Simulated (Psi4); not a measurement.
# C3H5 (cyclopropyl) at UBLYP/def2-SVPD

What is the vertical doublet–quartet gap of C3H5 (cyclopropyl) at UBLYP/def2-SVPD? 

Program for the calculation: Psi4 1.11.

4 further runs of the same task are left out: 1 that didn't finish, 3 set aside as unsound or not needed.

**1. The structure to begin with**

C3H5: 8 atoms, total charge 0, spin state doublet. As SMILES, `[CH]1CC1`. Geometry: relaxed at PBE0-D4/def2-TZVP.

Bond lengths: C1–C2 1.459 Å, C1–C3 1.459 Å, C2–C3 1.523 Å, C1–H4 1.079 Å, C2–H5 1.087 Å, C2–H6 1.087 Å, C3–H7 1.087 Å, C3–H8 1.087 Å. Some angles: C1–C2–C3 58.5°, C2–C1–C3 62.9°, C1–C3–C2 58.5°, C1–C2–H5 119.2°, C1–C2–H6 118.9°, C3–C2–H5 119.0°, C3–C2–H6 116.7°, C2–C1–H4 132.7°, C3–C1–H4 132.7°, C1–C3–H7 118.9°.

**2. Energy and forces at UBLYP/def2-SVPD**

The input, calc.py:

```python
import psi4

psi4.set_memory('1600 MB')
psi4.set_num_threads(1)
psi4.core.set_output_file('output.dat', False)

geom = psi4.geometry("""
0 2
C     -0.922400    -0.237300    -0.208900
C      0.037400     0.758900     0.254400
C      0.443600    -0.691200     0.028700
H     -1.570500    -0.284700    -1.070600
H      0.388600     1.518600    -0.439000
H     -0.013700     1.097500     1.285600
H      0.653200    -1.283800     0.915000
H      1.075900    -0.935200    -0.820900
symmetry c1
no_reorient
no_com
""")

psi4.set_options({
    'reference': 'uks',
    'puream': True,
    'e_convergence': 1e-09,
    'd_convergence': 1e-08,
    'scf_type': 'pk',
    'dft_radial_points': 99,
    'dft_spherical_points': 590,
    'maxiter': 200,
})

E, wfn = psi4.gradient('blyp/def2-SVPD', return_wfn=True)
psi4.oeprop(wfn, 'DIPOLE', 'WIBERG_LOWDIN_INDICES', 'MULLIKEN_CHARGES', title='BLYP')
print('gradient / Eh bohr^-1')
print(E.np.round(6))
print(f'energy = {wfn.energy():.10f} Eh')
for k, v in sorted(psi4.core.scalar_variables().items()):
    print(f'{k:45s} {v:18.10f}')
```

Started as:

```bash
$ python calc.py
```

output.dat:

```text
[...]
  Running in c1 symmetry.
[...]
  Nuclear repulsion =   69.463268010834852
[...]
  Multiplicity = 2
[...]
  Nalpha       = 12
  Nbeta        = 11
[...]
    Number of basis functions: 100
[...]
   @UKS iter   1:  -116.64776050645790    1.22446e-01   8.52034e-03 DIIS/ADIIS
[...]
   @UKS iter  12:  -117.06482818316653   -9.80549e-13   6.25852e-09 DIIS
[...]
   @S^2 Observed:                7.525875467E-01
[...]
  @UKS Final Energy:  -117.06482818316653
   => Energetics <=
    Nuclear Repulsion Energy =             69.4632680108348524
    One-Electron Energy =                -293.2702534849257177
    Two-Electron Energy =                 124.7571922923465166
    DFT Exchange-Correlation Energy =     -18.0150350014221701
    Empirical Dispersion Energy =           0.0000000000000000
    VV10 Nonlocal Energy =                  0.0000000000000000
    Total Energy =                       -117.0648281831665258
[...]
  -Total Gradient:
     Atom            X                  Y                   Z
    ------   -----------------  -----------------  -----------------
       1        0.009685986814     0.003029602458    -0.001952307947
       2        0.000028603705    -0.007084452822    -0.001869799924
       3       -0.003668575970     0.006286787799     0.000187517892
       4        0.007170234433     0.000699677571     0.008408443871
       5       -0.003367579733    -0.008074744504     0.006034088705
       6       -0.000226846116    -0.004103761636    -0.010102412683
       7       -0.003084961124     0.006077334011    -0.008512733376
       8       -0.006537014348     0.003169474787     0.007807453529
[...]
 Multipole Moments:
 ------------------------------------------------------------------------------------
     Multipole            Electronic (a.u.)      Nuclear  (a.u.)        Total (a.u.)
 ------------------------------------------------------------------------------------
 L = 1.  Multiply by 2.5417464519 to convert [e a0] to [Debye]
 Dipole X            :          4.1807560           -3.9965818            0.1841742
 Dipole Y            :          1.7826495           -1.7105801            0.0720694
 Dipole Z            :         -0.7272771            0.5958306           -0.1314464
 Magnitude           :                                                    0.2374706
[...]
  Mulliken Charges: (a.u.)
   Center  Symbol    Alpha    Beta     Spin     Total
       1     C     3.33009  2.36683  0.96325  0.30308
       2     C     2.60708  2.66445 -0.05737  0.72847
       3     C     2.60699  2.66436 -0.05737  0.72865
       4     H     0.71753  0.70689  0.01064 -0.42442
       5     H     0.71667  0.68824  0.02842 -0.40491
       6     H     0.65241  0.61039  0.04201 -0.26280
       7     H     0.65239  0.61039  0.04200 -0.26277
       8     H     0.71685  0.68844  0.02841 -0.40529
   Total alpha = 12.00000, Total beta = 11.00000, Total charge = -0.00000
[...]
```

Standard output:

```text
Memory set to   1.490 GiB by Python driver.
  Threads set to 1 by Python driver.
gradient / Eh bohr^-1
[[ 9.6860e-03  3.0300e-03 -1.9520e-03]
 [ 2.9000e-05 -7.0840e-03 -1.8700e-03]
 [-3.6690e-03  6.2870e-03  1.8800e-04]
 [ 7.1700e-03  7.0000e-04  8.4080e-03]
 [-3.3680e-03 -8.0750e-03  6.0340e-03]
 [-2.2700e-04 -4.1040e-03 -1.0102e-02]
 [-3.0850e-03  6.0770e-03 -8.5130e-03]
 [-6.5370e-03  3.1690e-03  7.8070e-03]]
energy = -117.0648281832 Eh
CURRENT ENERGY                                   -117.0648281832
CURRENT REFERENCE ENERGY                         -117.0648281832
DD SOLVATION ENERGY                                 0.0000000000
DFT FUNCTIONAL TOTAL ENERGY                      -117.0648281832
DFT TOTAL ENERGY                                 -117.0648281832
DFT VV10 ENERGY                                     0.0000000000
DFT XC ENERGY                                     -18.0150350014
GRID ELECTRONS ALPHA                               12.0000000136
GRID ELECTRONS BETA                                11.0000000729
GRID ELECTRONS TOTAL                               23.0000000865
NUCLEAR REPULSION ENERGY                           69.4632680108
ONE-ELECTRON ENERGY                              -293.2702534849
PCM POLARIZATION ENERGY                             0.0000000000
PE ENERGY                                           0.0000000000
SCF ITERATION ENERGY                             -117.0648281832
SCF ITERATIONS                                     12.0000000000
SCF TOTAL ENERGY                                 -117.0648281832
TWO-ELECTRON ENERGY                               124.7571922923
XC GRID RADIAL POINTS                              99.0000000000
XC GRID SPHERICAL POINTS                          590.0000000000
XC GRID TOTAL POINTS                           445214.0000000000
```

Run time: 27 s. Hardware: 1 thread of Intel Xeon 6975P-C (Granite Rapids), shared host; peak memory 0.73 GiB.

**3. The quartet**

The input, c3h5.xyz:

```xyz
8
C3H5
C     -0.922400    -0.237300    -0.208900
C      0.037400     0.758900     0.254400
C      0.443600    -0.691200     0.028700
H     -1.570500    -0.284700    -1.070600
H      0.388600     1.518600    -0.439000
H     -0.013700     1.097500     1.285600
H      0.653200    -1.283800     0.915000
H      1.075900    -0.935200    -0.820900
```

The input, calc.py:

```python
import psi4

psi4.set_memory('1600 MB')
psi4.set_num_threads(1)
psi4.set_output_file('run.log', False)

with open('c3h5.xyz') as f:
    atoms = ''.join(f.readlines()[2:])
molecule = psi4.geometry('0 4\n' + atoms + 'symmetry c1')

options = {'reference': 'uks', 'puream': True, 'e_convergence': 1e-09, 'd_convergence': 1e-08, 'scf_type': 'pk', 'dft_radial_points': 99, 'dft_spherical_points': 590, 'maxiter': 200}
psi4.set_options(options)

result = psi4.gradient('blyp/def2-SVPD')
print('gradient / Eh bohr^-1')
print(result.np.round(6))
for k, v in sorted(psi4.core.scalar_variables().items()):
    print(f'{k:45s} {v:18.10f}')
```

Started as:

```bash
$ python calc.py
```

run.log, cut to the lines that bear on the results:

```text
[...]
  Running in c1 symmetry.
[...]
  Nuclear repulsion =   69.463268010834852
[...]
  Multiplicity = 4
[...]
  Nalpha       = 13
  Nbeta        = 10
[...]
    Number of basis functions: 100
[...]
   @UKS iter   1:  -116.30883514402244    4.61371e-01   8.46375e-03 DIIS/ADIIS
[...]
   @UKS iter  18:  -116.76904403825432   -4.16378e-12   6.24873e-09 DIIS
[...]
   @S^2 Observed:                3.752730847E+00
[...]
  @UKS Final Energy:  -116.76904403825432
   => Energetics <=
    Nuclear Repulsion Energy =             69.4632680108348524
    One-Electron Energy =                -290.9562757313751717
    Two-Electron Energy =                 122.5932391008530402
    DFT Exchange-Correlation Energy =     -17.8692754185670317
    Empirical Dispersion Energy =           0.0000000000000000
    VV10 Nonlocal Energy =                  0.0000000000000000
    Total Energy =                       -116.7690440382543215
[...]
 Multipole Moments:
 ------------------------------------------------------------------------------------
     Multipole            Electronic (a.u.)      Nuclear  (a.u.)        Total (a.u.)
 ------------------------------------------------------------------------------------
 L = 1.  Multiply by 2.5417464519 to convert [e a0] to [Debye]
 Dipole X            :         -1.6356608            1.0437109           -0.5919499
 Dipole Y            :         -0.4755003            0.3248867           -0.1506136
 Dipole Z            :          0.1141821           -0.2085229           -0.0943408
 Magnitude           :                                                    0.6180529
[...]
  -Total Gradient:
     Atom            X                  Y                   Z
    ------   -----------------  -----------------  -----------------
       1       -0.027407742009    -0.001590970133    -0.040447548062
       2        0.063416809617    -0.084988774221    -0.002692616866
       3        0.010734278042     0.102133824306     0.026404147994
       4        0.008528605947    -0.000712154605     0.020218902552
       5       -0.024516047970    -0.006454457316     0.021952057867
       6       -0.003788020455     0.001411569105    -0.023329376447
       7       -0.004376864008     0.003551408244    -0.022985269936
       8       -0.022591251213    -0.013350551001     0.020879960076
[...]
```

The script printed:

```text
Memory set to   1.490 GiB by Python driver.
  Threads set to 1 by Python driver.
gradient / Eh bohr^-1
[[-0.027408 -0.001591 -0.040448]
 [ 0.063417 -0.084989 -0.002693]
 [ 0.010734  0.102134  0.026404]
 [ 0.008529 -0.000712  0.020219]
 [-0.024516 -0.006454  0.021952]
 [-0.003788  0.001412 -0.023329]
 [-0.004377  0.003551 -0.022985]
 [-0.022591 -0.013351  0.02088 ]]
CURRENT ENERGY                                   -116.7690440383
CURRENT REFERENCE ENERGY                         -116.7690440383
DD SOLVATION ENERGY                                 0.0000000000
DFT FUNCTIONAL TOTAL ENERGY                      -116.7690440383
DFT TOTAL ENERGY                                 -116.7690440383
DFT VV10 ENERGY                                     0.0000000000
DFT XC ENERGY                                     -17.8692754186
GRID ELECTRONS ALPHA                               13.0000009780
GRID ELECTRONS BETA                                10.0000000539
GRID ELECTRONS TOTAL                               23.0000010318
NUCLEAR REPULSION ENERGY                           69.4632680108
ONE-ELECTRON ENERGY                              -290.9562757314
PCM POLARIZATION ENERGY                             0.0000000000
PE ENERGY                                           0.0000000000
SCF ITERATION ENERGY                             -116.7690440383
SCF ITERATIONS                                     18.0000000000
SCF TOTAL ENERGY                                 -116.7690440383
TWO-ELECTRON ENERGY                               122.5932391009
XC GRID RADIAL POINTS                              99.0000000000
XC GRID SPHERICAL POINTS                          590.0000000000
XC GRID TOTAL POINTS                           445215.0000000000
```

Run time: 35 s. Hardware: 1 thread of Intel Xeon 6975P-C (Granite Rapids), shared host; peak memory 0.73 GiB.

**4. Outcome**

Level: UBLYP/def2-SVPD.

```
                                        quantity          value
                           doublet: total energy  -117.06483 Eh
                          doublet: dipole moment         0.60 D
     doublet: HOMO energy (highest over α and β)       -4.74 eV
      doublet: LUMO energy (lowest over α and β)       -2.79 eV
                                   doublet: ⟨S²⟩          0.753
               doublet: largest force on an atom     0.569 eV/Å
                           quartet: total energy  -116.76904 Eh
                          quartet: dipole moment         1.57 D
     quartet: HOMO energy (highest over α and β)       -0.87 eV
                                   quartet: ⟨S²⟩          3.753
               quartet: largest force on an atom     5.455 eV/Å
vertical energy of the quartet above the doublet       8.049 eV
```

At this shape the quartet lies 8.05 eV (777 kJ/mol) above the doublet. The largest force (doublet) is 0.57 eV/Å: the shape isn't a stationary point for this species at this level. Mulliken charges (doublet) run from -0.42 on H4 to +0.73 on C3; in a basis this large or diffuse they mean little.
